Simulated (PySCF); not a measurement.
**`FPF`, F$_{2}$HP**

Molfile (atoms numbered from 1):
```
F2HP
     RDKit          3D

  4  3  0  0  0  0  0  0  0  0999 V2000
    1.2602   -0.5430    0.2998 F   0  0  0  0  0  0  0  0  0  0  0  0
   -0.1290   -0.3153   -0.4801 P   0  0  0  0  0  0  0  0  0  0  0  0
   -1.1277   -0.2425    0.7801 F   0  0  0  0  0  0  0  0  0  0  0  0
    0.0214    1.1116   -0.6239 H   0  0  0  0  0  0  0  0  0  0  0  0
  1  2  1  0
  2  3  1  0
  2  4  1  0
M  END
```

Method used: GIAO BP86/aug-pcSseg-2 magnetisability, rotational g tensor and spin-rotation constants, non-relativistic, gas phase (PySCF 2.14.0). Geometry: PBE0-D3(BJ)/def2-SVP.

(1) How diamagnetic is it, and how anisotropic?

(2) Split it along the inertial axes a, b, c into diamagnetic and paramagnetic parts about the centre of mass, with the quadrupole moment.

(3) And the rotational g tensor?

Answers

(1) Isotropic -372 × 10⁻³⁰ J/T², or -22.4 × 10⁻⁶ cm³/mol; principal values -404, -371, -340 × 10⁻³⁰ J/T², anisotropy 56 × 10⁻³⁰ J/T² (root of half the summed squared differences of the principal values). The susceptibility is in cgs units.

(2) 
```csv
axis,χ (10⁻⁶ cm³/mol),diamagnetic (10⁻⁶ cm³/mol),paramagnetic (10⁻⁶ cm³/mol),summed x² of all electrons (Å²),quadrupole Θ (D Å)
a,-22.3,-89.5,67.1,32.3,-1.69
b,-21.0,-165.1,144.1,14.4,+0.67
c,-23.8,-198.1,174.3,6.7,+1.02
```
Anisotropies 2χaa − χbb − χcc = +0.2 and 2χbb − χaa − χcc = +4.1 × 10⁻⁶ cm³/mol. Θ is traceless in Buckingham's convention.

(3) 
```tsv
axis	rotational constant (GHz)	g	nuclear part	electronic part
a	23.8964	-0.2073	0.5464	-0.7537
b	8.5429	-0.0849	0.4934	-0.5783
c	6.6134	-0.0577	0.4838	-0.5414
```
Asymmetric top; isotopes 19F, 1H, 31P; no vibrational averaging.
